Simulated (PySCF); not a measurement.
`CC(C)[C@H](C)Cl`, C₅H₁₁Cl

Geometry:
```tsv
atom	x (Å)	y (Å)	z (Å)
C1	-0.666	2.183	0.155
C2	0.364	1.184	0.668
C3	-0.159	-0.244	0.521
C4	1.716	1.345	-0.032
C5	2.783	0.360	0.395
Cl6	2.358	3.017	0.258
H7	-1.613	2.084	0.707
H8	-0.882	2.008	-0.913
H9	-0.310	3.216	0.263
H10	0.540	1.382	1.741
H11	-1.162	-0.328	0.963
H12	-0.243	-0.528	-0.542
H13	0.484	-0.983	1.020
H14	1.568	1.293	-1.123
H15	2.925	0.387	1.487
H16	2.506	-0.664	0.103
H17	3.743	0.602	-0.082
```

Method used: quadratic response CAM-B3LYP/def2-TZVPD first hyperpolarisability, Taylor convention, gas phase in PySCF 2.14.0. Geometry: PBE0-D3(BJ)/def2-SVP.

Task: Give the tensor of the second harmonic β(−2ω;ω,ω) at 1064 nm in the axes of these coordinates.

Result: In au, Taylor convention; rows are the first index (the induced dipole):
```
      xx    yy    zz     xy    xz    yz
x  -15.9  -7.3  +0.1  -14.9  -1.3  +7.6
y  -14.9  -9.6   0.0   -7.4  +7.6  +9.8
z   -1.4  +9.6  +4.7   +7.5  +0.2   0.0
```
Norm of βᵢ = ⅓ Σⱼ (βᵢⱼⱼ + βⱼᵢⱼ + βⱼⱼᵢ): 36.1 au, hyper-Rayleigh value 16.5 au.
